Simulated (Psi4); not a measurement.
# PH3S (SMILES [PH3]=S) at CISD/6-31+G(d,p) (Cartesian functions), part 2 of 2

Psi4 1.11.

## Step 3: The distorted shape, same level

Contents of h3ps.xyz:

```xyz
5
H3PS
P     -0.046134    -0.073616    -0.102055
S      1.207636    -1.008156     1.001545
H     -1.220894     0.394914     0.484825
H     -0.532470    -0.676580    -1.089190
H      0.375656     1.095364    -0.733985
```

Contents of run.py:

```python
import psi4

psi4.set_memory(1600000000)
psi4.set_num_threads(1)
psi4.core.set_output_file('output.dat', False)

with open('h3ps.xyz') as f:
    atoms = ''.join(f.readlines()[2:])
m = psi4.geometry('0 1\n' + atoms + 'no_reorient\nno_com')

psi4.set_options({
    'freeze_core': True,
    'scf_type': 'pk',
})

e, wfn = psi4.energy('cisd/6-31+G**', molecule=m, return_wfn=True)
print(f'cisd/6-31+G** energy: {e:.10f} Eh')
```

Run with:

```
python run.py
```

output.dat:

```text
=> Loading Basis Set <=

    Name: 6-31+G**
    Role: ORBITAL
    Keyword: BASIS

         ---------------------------------------------------------
                                   SCF
                              RHF Reference
                        1 Threads,   1525 MiB Core
         ---------------------------------------------------------

  ==> Geometry <==

    Molecular point group: c1
    Full point group: C1

    Geometry (in Angstrom), charge = 0, multiplicity = 1:

       Center              X                  Y                   Z               Mass
    ------------   -----------------  -----------------  -----------------  -----------------
         P           -0.046134000000    -0.073616000000    -0.102055000000    30.973761998420
         S            1.207636000000    -1.008156000000     1.001545000000    31.972071174400
         H           -1.220894000000     0.394914000000     0.484825000000     1.007825032230
         H           -0.532470000000    -0.676580000000    -1.089190000000     1.007825032230
         H            0.375656000000     1.095364000000    -0.733985000000     1.007825032230

  Running in c1 symmetry.

  Rotational constants: A =      3.51759  B =      0.14662  C =      0.14633 [cm^-1]
  Rotational constants: A = 105454.73655  B =   4395.67385  C =   4386.82694 [MHz]
  Nuclear repulsion =   93.868202444673798

  Charge       = 0
  Multiplicity = 1
  Electrons    = 34
  Nalpha       = 17
  Nbeta        = 17

  ==> Algorithm <==

  SCF Algorithm Type is PK.
  DIIS enabled.
  MOM disabled.
  Fractional occupation disabled.
  Guess Type is SAD.
  Energy threshold   = 1.00e-08
  Density threshold  = 1.00e-08
  Integral threshold = 1.00e-12

  ==> Primary Basis <==

  Basis Set: 6-31+G**
    Blend: 6-31+G**
    Number of shells: 29
    Number of basis functions: 61
    Number of Cartesian functions: 61
    Spherical Harmonics?: false
    Max angular momentum: 2

  ==> Integral Setup <==

  Using in-core PK algorithm.
   Calculation information:
      Number of atoms:                   5
      Number of AO shells:              29
      Number of primitives:             73
      Number of atomic orbitals:        61
      Number of basis functions:        61

      Integral cutoff                 1.00e-12
      Number of threads:                 1

  Performing in-core PK
  Using 3577772 doubles for integral storage.
  We computed 92485 shell quartets total.
  Whereas there are 94830 unique shell quartets.

  ==> DiskJK: Disk-Based J/K Matrices <==

    J tasked:                  Yes
    K tasked:                  Yes
    wK tasked:                  No
    Memory [MiB]:             1144
    Schwarz Cutoff:          1E-12

  Minimum eigenvalue in the overlap matrix is 1.5838824771E-03.
  Reciprocal condition number of the overlap matrix is 2.3108246510E-04.
    Using symmetric orthogonalization.

  ==> Pre-Iterations <==

  SCF Guess: Superposition of Atomic Densities via on-the-fly atomic UHF (no occupation information).

   -------------------------
    Irrep   Nso     Nmo
   -------------------------
     A         61      61
   -------------------------
    Total      61      61
   -------------------------

  ==> Iterations <==

                        Total Energy        Delta E     RMS |[F,P]|

   @RHF iter SAD:  -739.91107320902881   -7.39911e+02   0.00000e+00
   @RHF iter   1:  -739.88461791700320    2.64553e-02   4.71935e-03 DIIS/ADIIS
   @RHF iter   2:  -739.94379366542421   -5.91757e-02   2.31009e-03 DIIS/ADIIS
   @RHF iter   3:  -739.95769274926340   -1.38991e-02   4.51245e-04 DIIS/ADIIS
   @RHF iter   4:  -739.95862098597968   -9.28237e-04   8.64791e-05 DIIS
   @RHF iter   5:  -739.95865875234585   -3.77664e-05   2.26906e-05 DIIS
   @RHF iter   6:  -739.95866095455835   -2.20221e-06   5.20791e-06 DIIS
   @RHF iter   7:  -739.95866114847320   -1.93915e-07   1.62653e-06 DIIS
   @RHF iter   8:  -739.95866117281071   -2.43375e-08   3.26804e-07 DIIS
   @RHF iter   9:  -739.95866117372032   -9.09608e-10   6.05658e-08 DIIS
   @RHF iter  10:  -739.95866117374953   -2.92175e-11   1.18722e-08 DIIS
   @RHF iter  11:  -739.95866117375090   -1.36424e-12   2.45454e-09 DIIS
  Energy and wave function converged.

  ==> Post-Iterations <==

    Orbital Energies [Eh]
    ---------------------

    Doubly Occupied:

       1A    -91.895669     2A    -80.026647     3A     -8.909587
       4A     -7.578179     5A     -6.593301     6A     -6.588936
       7A     -6.588907     8A     -5.474563     9A     -5.473477
      10A     -5.473400    11A     -1.023887    12A     -0.842440
      13A     -0.628846    14A     -0.604853    15A     -0.504661
      16A     -0.350504    17A     -0.349112

    Virtual:

      18A      0.045608    19A      0.065613    20A      0.083011
      21A      0.084190    22A      0.128036    23A      0.145924
      24A      0.147790    25A      0.170099    26A      0.180347
      27A      0.187053    28A      0.213251    29A      0.326448
      30A      0.477966    31A      0.516303    32A      0.524003
      33A      0.581335    34A      0.697339    35A      0.726929
      36A      0.726997    37A      0.738320    38A      0.739374
      39A      0.808376    40A      0.849957    41A      0.852178
      42A      1.035211    43A      1.086834    44A      1.087805
      45A      1.197868    46A      1.198600    47A      1.248671
      48A      1.474389    49A      1.582921    50A      1.668242
      51A      2.194630    52A      2.286323    53A      2.294851
      54A      2.480115    55A      2.529046    56A      2.583636
      57A      2.974184    58A      3.143621    59A      3.310214
      60A      3.839466    61A      4.380188

    Final Occupation by Irrep:
              A
    DOCC [    17 ]
    NA   [    17 ]
    NB   [    17 ]

  @RHF Final Energy:  -739.95866117375090

   => Energetics <=

    Nuclear Repulsion Energy =             93.8682024446737984
    One-Electron Energy =               -1209.8397871083336668
    Two-Electron Energy =                 376.0129234899088146
    Total Energy =                       -739.9586611737508974

Computation Completed

Properties will be evaluated at   0.000000,   0.000000,   0.000000 [a0]

Properties computed using the SCF density matrix

 Multipole Moments:

 ------------------------------------------------------------------------------------
     Multipole            Electronic (a.u.)      Nuclear  (a.u.)        Total (a.u.)
 ------------------------------------------------------------------------------------

 L = 1.  Multiply by 2.5417464519 to convert [e a0] to [Debye]
 Dipole X            :        -33.8234390           32.6024206           -1.2210184
 Dipole Y            :         31.8969449          -31.0312645            0.8656804
 Dipole Z            :        -25.9596490           24.8603771           -1.0992719
 Magnitude           :                                                    1.8570641

 ------------------------------------------------------------------------------------

	total time  =          2 seconds =       0.03 minutes
 MINTS: Wrapper to libmints.

   Calculation information:
      Number of threads:                 1
      Number of atoms:                   5
      Number of AO shells:              29
      Number of SO shells:              29
      Number of primitives:             73
      Number of atomic orbitals:        61
      Number of basis functions:        61

      Number of irreps:                  1
      Integral cutoff                 1.00e-12
      Number of functions per irrep: [  61 ]

 OEINTS: Overlap, kinetic, potential, dipole, and quadrupole integrals
         stored in file 35.

      Computing two-electron integrals...done
      Computed 1690837 non-zero two-electron integrals.
        Stored in file 33.

        ==> Transform all two-electron integrals <==

	Presorting SO-basis two-electron integrals.
	Sorting File: SO Ints (nn|nn) nbuckets = 1
	Constructing frozen core operators
	Starting first half-transformation.
	Sorting half-transformed integrals.
	First half integral transformation complete.
	Starting second half-transformation.
	Two-electron integral transformation complete.

	total time  =          0 seconds =       0.00 minutes

        **********************************************************
        *                                                        *
        *                   CCSD Integral Sort                   *
        *                                                        *
        **********************************************************

        CC integral sort will use                     44.87 mb

        Number of (ab|cd) temporary files:                2
        Number of (ab|ci) temporary files:                3
        Starting temporary file number:                 270

        Initial sort........done.

        Sort (IJ|KL)........done.
        Sort (IJ|KA) 1/2....done.
        Sort (IJ|KA) 2/2....done.
        Sort (IA|JB)........done.
        Sort (IJ|AB)........done.
        Sort (IA|BC) 1/3....done.
        Sort (IA|BC) 2/3....done.
        Sort (IA|BC) 3/3....done.
        Sort (AB|CD) 1/2....done.
        Sort (AB|CD) 2/2....done.

	total time  =          1 seconds =       0.02 minutes

        *******************************************************
        *                                                     *
        *                        CISD                         *
        *      Singles Doubles Configuration Interaction      *
        *                                                     *
        *                                                     *
        *******************************************************

  ==> Input parameters <==

        Freeze core orbitals?                 yes
        Use frozen natural orbitals?           no
        r_convergence:                  1.000e-07
        e_convergence:                  1.000e-06
        Number of DIIS vectors:                 8
        Number of frozen core orbitals:        10
        Number of active occupied orbitals:     7
        Number of active virtual orbitals:     44
        Number of frozen virtual orbitals:      0

  ==> Memory <==

        available memory =                           1525.88 mb
        minimum memory requirements for QCISD =         2.21 mb
        (T) algorithm:                                  1.58 mb (low-memory)
        memory requirements for QCISD(T) =              1.58 mb

  ==> Define tiling <==

        v(ab,cd) diagrams will be evaluated in   1 blocks.
        v(ab,ci) diagrams will be evaluated in   1 blocks over ov2.
        v(ab,ci) diagrams will be evaluated in   1 blocks over ov.

  Allocate cpu memory (     9.69 mb).....done.
  Initialize cpu memory..................done.

  Begin CISD iterations

   Iter  DIIS          Energy       d(Energy)          |d(T)|     time
      0   0 1   -0.2442362335   -0.2442362335    0.2788136262        0
      1   1 1   -0.2467653391   -0.0025291055    0.0439434762        0
      2   2 1   -0.2526713737   -0.0059060346    0.0121640927        0
      3   3 1   -0.2531157853   -0.0004444117    0.0045744027        0
      4   4 1   -0.2531846114   -0.0000688261    0.0009758205        0
      5   5 1   -0.2531876904   -0.0000030790    0.0003010307        0
      6   6 1   -0.2531879996   -0.0000003092    0.0000719124        0
      7   7 1   -0.2531880174   -0.0000000178    0.0000193099        0
      8   8 1   -0.2531880187   -0.0000000013    0.0000049721        0
      9   8 2   -0.2531880188   -0.0000000001    0.0000014175        0
     10   8 3   -0.2531880188   -0.0000000000    0.0000003391        0
     11   8 4   -0.2531880188   -0.0000000000    0.0000000969        1

  CISD iterations converged!

  CISD variational energy:      -0.253188018827
  CISD transition energy:       -0.253188015423

        OS SCS-MP2 correlation energy:          -0.229328847214
        SS SCS-MP2 correlation energy:          -0.017709620290
        SCS-MP2 correlation energy:             -0.247038467504
      * SCS-MP2 total energy:                 -740.205699641255

        OS MP2 correlation energy:              -0.191107372678
        SS MP2 correlation energy:              -0.053128860871
        MP2 correlation energy:                 -0.244236233549
      * MP2 total energy:                     -740.202897407300

        OS CISD correlation energy:             -0.205312116383
        SS CISD correlation energy:             -0.047875899040
        CISD correlation energy:                -0.253188018827
      * CISD total energy:                    -740.211849192578

  Total time for CISD iterations:       0.36 s (user)
                                        0.19 s (system)
                                           1 s (total)

  Time per iteration:                   0.03 s (user)
                                        0.02 s (system)
                                        0.09 s (total)

	total time  =          1 seconds =       0.02 minutes
```

The script printed:

```text
cisd/6-31+G** energy: -740.2118491926 Eh
```

Wall time 6.9 s (1 thread of AMD EPYC 7R43 (Zen 3), shared host); peak memory 0.27 GiB.

## Step 4: Outcome

This closing draws on all 2 parts.

At CISD/6-31+G** (Cartesian functions), 10 core orbitals frozen:

```
                                                         quantity          value
                                        first shape: total energy  -740.22326 Eh
                 first shape: HOMO energy (Hartree–Fock orbitals)       -9.54 eV
                 first shape: LUMO energy (Hartree–Fock orbitals)        1.24 eV
               first shape: HOMO–LUMO gap (Hartree–Fock orbitals)       10.78 eV
        first shape: correlation energy (10 core orbitals frozen)     -253.3 mEh
                                    distorted shape: total energy  -740.21185 Eh
             distorted shape: HOMO energy (Hartree–Fock orbitals)       -9.50 eV
             distorted shape: LUMO energy (Hartree–Fock orbitals)        1.24 eV
           distorted shape: HOMO–LUMO gap (Hartree–Fock orbitals)       10.74 eV
    distorted shape: correlation energy (10 core orbitals frozen)     -253.2 mEh
energy change with the P1–H4 bond shortened from 1.394 to 1.255 Å       0.311 eV
```

**Reading.** With the P1–H4 bond shortened from 1.394 to 1.255 Å the energy rises by 0.31 eV (7.2 kcal/mol). The first shape isn't relaxed at this level, so the change isn't measured from a minimum.
